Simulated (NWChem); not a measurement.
# HNO3 (peroxynitrous acid) at UCAM-QTP-01/pc-0

What is the energy difference between two shapes of HNO3 (peroxynitrous acid) at UCAM-QTP-01/pc-0? 

The results are computed with NWChem 7.3.0.

### 1 The molecule

The species is HNO3 (5 atoms), meant as a singlet with charge 0. As SMILES, `O=NOO`. The coordinates come from a GFN2-xTB relaxation. This is one conformer, not always the lowest.

Bond lengths: O1–N2 1.201 Å, N2–O3 1.273 Å, O3–O4 1.436 Å, O4–H5 0.984 Å. Angles: O1–N2–O3 119.9°, N2–O3–O4 119.3°, O3–O4–H5 102.4°.

### 2 Energy and forces at UCAM-QTP-01/pc-0

hno3.nw reads:

```
start hno3
title "HNO3"
memory stack 880 mb heap 220 mb global 1100 mb
geometry noautoz
 O        0.065910      -0.913420       1.047340
 N       -0.887330      -0.616080       0.379900
 O       -0.768700       0.249290      -0.545570
 O        0.510450       0.860430      -0.776300
 H        1.079670       0.419780      -0.105350
end
basis "ao basis" spherical
 * library pc-0
end
dft
 xc xcamb88 1.00 lyp 0.80 vwn_5 0.2 hfexch 1.00
 cam 0.31 cam_alpha 0.23 cam_beta 0.77
 odft
 grid fine
 direct
 mulliken
 print medium
end
task dft gradient
```

Command:

```
$ nwchem hno3.nw > hno3.out
```

Output, cut to the lines that bear on the results:

```text
[...]
 **** WARNING Zero Coefficient **** on atom "               O"
 angular momentum value: 0  standard basis set name: "pc-0"
 input line that generated warning:
    93:       0.812120E+03           0.194500E-01           0.000000E+00
[...]
          Wavefunction type:  spin polarized.
          No. of atoms     :     5
          No. of electrons :    32
[...]
          Charge           :     0
          Spin multiplicity:     1
[...]
          AO basis - number of functions:    38
[...]
              XC Information
              --------------
                     Hartree-Fock (Exact) Exchange  1.000
                   CAM-Becke88 Exchange Functional  1.000
                      VWN V Correlation Functional  0.200 local
              Lee-Yang-Parr Correlation Functional  0.800
[...]
 d= 0,ls=0.0,diis     1   -279.4902627658 -4.03D+02  1.83D-02  4.30D-01     0.4
[...]
 d= 0,ls=0.0,diis    10   -279.6580735064 -3.10D-07  2.93D-06  4.16D-08     2.9
[...]
         Total DFT energy =     -279.658073506366
      One electron energy =     -626.594901820686
           Coulomb energy =      256.058086939530
    Exchange-Corr. energy =      -32.490405681288
 Nuclear repulsion energy =      123.369147056078
[...]
      Total Density - Mulliken Population Analysis
     ---------------------------------------------
    Atom       Charge   Shell Charges
 -----------   ------   -------------------------------------------------------
    1 O    8     8.22   0.46  1.53  1.79  2.05  2.39
    2 N    7     6.76   0.50  1.49  1.66  1.65  1.46
    3 O    8     8.07   0.46  1.53  1.78  2.03  2.27
    4 O    8     8.26   0.46  1.53  1.78  2.02  2.47
    5 H    1     0.69   0.50  0.19
[...]
      <S2> =     -0.0000 (Exact =     0.0000)
[...]
 **** WARNING Zero Coefficient **** on atom "               N"
 angular momentum value: 0  standard basis set name: "pc-0"
 input line that generated warning:
    79:       0.615850E+03           0.195880E-01           0.000000E+00
 **** WARNING Zero Coefficient **** on atom "               N"
 angular momentum value: 0  standard basis set name: "pc-0"
 input line that generated warning:
    82:       0.549590E+01           0.000000E+00           0.540900E+00
[...]
  wavefunction    = open shell
[...]
                         DFT ENERGY GRADIENTS
    atom               coordinates                        gradient
                 x          y          z           x          y          z
   1 O       1.059619  -2.346238   0.001024   -0.093680   0.018410   0.000136
   2 N      -1.029210  -1.458407   0.000445    0.083602   0.079447  -0.000111
   3 O      -1.317004   0.929118  -0.000592    0.037985  -0.093889   0.000027
   4 O       0.874349   2.530650   0.002149   -0.014823  -0.018816  -0.000067
   5 H       2.268766   1.300611  -0.023760   -0.013085   0.014847   0.000015
[...]
```

Wall time 4.2 s (1 thread of Intel Xeon 6975P-C (Granite Rapids), shared host); peak memory 0.11 GiB.

### 3 The distorted shape, same level

hno3.nw reads:

```
start hno3
memory total 2200 mb

geometry units angstrom
  zmatrix
    O
    N 1 r2
    O 2 r3 1 a3
    O 3 r4 2 a4 1 d4
    H 4 r5 3 a5 2 d5
  variables
    r2 1.152675
    r3 1.259353
    a3 124.52547
    r4 1.505423
    a4 114.84781
    d4 -3.94459
    r5 0.922554
    a5 100.20163
    d5 -12.61848
  end
end

basis spherical
  * library pc-0
end

dft
  xc xcamb88 1.00 lyp 0.80 vwn_5 0.2 hfexch 1.00
  cam 0.31 cam_alpha 0.23 cam_beta 0.77
  odft
  grid fine
  direct
  mulliken
end

task dft gradient
```

Command:

```
$ nwchem hno3.nw > hno3.out
```

Output, cut to the lines that bear on the results:

```text
[...]
 **** WARNING Zero Coefficient **** on atom "               O"
 angular momentum value: 0  standard basis set name: "pc-0"
 input line that generated warning:
    93:       0.812120E+03           0.194500E-01           0.000000E+00
[...]
          Wavefunction type:  spin polarized.
          No. of atoms     :     5
          No. of electrons :    32
[...]
          Charge           :     0
          Spin multiplicity:     1
[...]
          AO basis - number of functions:    38
[...]
              XC Information
              --------------
                     Hartree-Fock (Exact) Exchange  1.000
                   CAM-Becke88 Exchange Functional  1.000
                      VWN V Correlation Functional  0.200 local
              Lee-Yang-Parr Correlation Functional  0.800
[...]
 d= 0,ls=0.0,diis     1   -279.4540825942 -4.03D+02  1.89D-02  4.51D-01     0.4
[...]
 d= 0,ls=0.0,diis    10   -279.6346479393 -1.86D-07  1.48D-06  7.36D-09     2.8
[...]
         Total DFT energy =     -279.634647939289
      One electron energy =     -627.590205820661
           Coulomb energy =      256.531270218786
    Exchange-Corr. energy =      -32.539841273648
 Nuclear repulsion energy =      123.964128936234
[...]
      Total Density - Mulliken Population Analysis
     ---------------------------------------------
    Atom       Charge   Shell Charges
 -----------   ------   -------------------------------------------------------
    1 O    8     8.20   0.46  1.53  1.77  2.09  2.34
    2 N    7     6.75   0.50  1.49  1.61  1.72  1.44
    3 O    8     8.06   0.46  1.53  1.80  2.01  2.26
    4 O    8     8.28   0.46  1.53  1.78  2.03  2.48
    5 H    1     0.71   0.54  0.17
[...]
      <S2> =     -0.0000 (Exact =     0.0000)
[...]
  wavefunction    = open shell
[...]
                         DFT ENERGY GRADIENTS
    atom               coordinates                        gradient
                 x          y          z           x          y          z
   1 O       1.055469   2.324695   0.036133   -0.180925  -0.047959  -0.000623
   2 N      -0.941167   1.456863  -0.034869    0.180292  -0.063415   0.001855
   3 O      -1.400092  -0.877572   0.023489    0.001118   0.116945   0.001772
   4 O       0.902037  -2.548886   0.020892    0.063635   0.053669  -0.020759
   5 H       2.128858  -1.383945  -0.400036   -0.064121  -0.059239   0.017755
[...]
```

It took 4.2 s on 1 thread of Intel Xeon 6975P-C (Granite Rapids), shared host; peak memory 0.11 GiB.

### 4 Outcome

At UCAM-QTP-01/pc-0:

```
                                 quantity          value
                first shape: total energy  -279.65807 Eh
               first shape: dipole moment         1.09 D
                 first shape: HOMO energy      -11.42 eV
                 first shape: LUMO energy       -0.14 eV
               first shape: HOMO–LUMO gap       11.29 eV
    first shape: largest force on an atom     5.931 eV/Å
            distorted shape: total energy  -279.63465 Eh
           distorted shape: dipole moment         1.16 D
             distorted shape: HOMO energy      -11.06 eV
             distorted shape: LUMO energy        0.17 eV
           distorted shape: HOMO–LUMO gap       11.23 eV
distorted shape: largest force on an atom     9.828 eV/Å
   energy change with the atoms displaced       0.637 eV
```

With the atoms displaced the energy rises by 0.64 eV (61.5 kJ/mol). The first shape isn't relaxed at this level, so the change isn't measured from a minimum. The largest force (first shape) is 5.93 eV/Å: the shape isn't a stationary point for this species at this level. Mulliken charges (first shape) run from -0.26 on O4 to +0.31 on H5; they depend strongly on the basis.
